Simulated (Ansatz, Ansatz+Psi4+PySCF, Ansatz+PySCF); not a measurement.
```xyz
2

Si    0.0000    0.0000   -0.7648
H     0.0000    0.0000    0.7648
```

Basis set: cc-pVTZ on H; cc-pV(T+d)Z on Si (spherical functions). Left uncorrelated: 5 orbitals. Correlation on ROHF uses semicanonical orbitals with singles. Charge 0, multiplicity 2.

Computed with Ansatz (development build ahead of 0.2.0); each method stands on the lowest determinant of its kind that the runs found.

**Question.** Give the atomization energy at this shape (free ground-state atoms in the same class of orbitals less the molecule, no zero-point energy) of doublet SiH by UHF-CCSD(T), ROHF-MP2, UHF-MP2, UHF.

**Answer.**

| method | atomization energy |
| --- | --- |
| UHF-CCSD(T) | 71.67 kcal/mol |
| ROHF-MP2 | 68.13 kcal/mol |
| UHF-MP2 | 67.36 kcal/mol |
| UHF | 52.34 kcal/mol |
